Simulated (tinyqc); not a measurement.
Extended Hueckel theory, for CH3, step by step. One step of it, computed by the program tinyqc.

Task: Wolfsberg-Helmholz matrix. H_ij = K' S_ij (H_ii + H_jj)/2 for i != j (the diagonal keeps H_ii), with K' = 1.75.

overlap S, order 1C 2s, 1C 2px, 1C 2py, 1C 2pz, 2H 1s, 3H 1s, 4H 1s:
$$\begin{pmatrix}
1.000000 & 0.000000 & 0.000000 & 0.000000 & 0.514395 & 0.514896 & 0.514896 \\
0.000000 & 1.000000 & 0.000000 & 0.000000 & 0.502451 & -0.251336 & -0.251336 \\
0.000000 & 0.000000 & 1.000000 & 0.000000 & 0.000000 & 0.435392 & -0.435392 \\
0.000000 & 0.000000 & 0.000000 & 1.000000 & -0.044150 & -0.044212 & -0.044212 \\
0.514395 & 0.502451 & 0.000000 & -0.044150 & 1.000000 & 0.140442 & 0.140442 \\
0.514896 & -0.251336 & 0.435392 & -0.044212 & 0.140442 & 1.000000 & 0.140595 \\
0.514896 & -0.251336 & -0.435392 & -0.044212 & 0.140442 & 0.140595 & 1.000000
\end{pmatrix}$$

diagonal H_ii (eV): 1C 2s -21.400000, 1C 2px -11.400000, 1C 2py -11.400000, 1C 2pz -11.400000, 2H 1s -13.600000, 3H 1s -13.600000, 4H 1s -13.600000

K = 1.750000

Give: H.

Result:

H (eV), order 1C 2s, 1C 2px, 1C 2py, 1C 2pz, 2H 1s, 3H 1s, 4H 1s:
$$\begin{pmatrix}
-21.400 & 0.000 & 0.000 & 0.000 & -15.753 & -15.769 & -15.769 \\
0.000 & -11.400 & 0.000 & 0.000 & -10.991 & 5.498 & 5.498 \\
0.000 & 0.000 & -11.400 & 0.000 & 0.000 & -9.524 & 9.524 \\
0.000 & 0.000 & 0.000 & -11.400 & 0.966 & 0.967 & 0.967 \\
-15.753 & -10.991 & 0.000 & 0.966 & -13.600 & -3.343 & -3.343 \\
-15.769 & 5.498 & -9.524 & 0.967 & -3.343 & -13.600 & -3.346 \\
-15.769 & 5.498 & 9.524 & 0.967 & -3.343 & -3.346 & -13.600
\end{pmatrix}$$
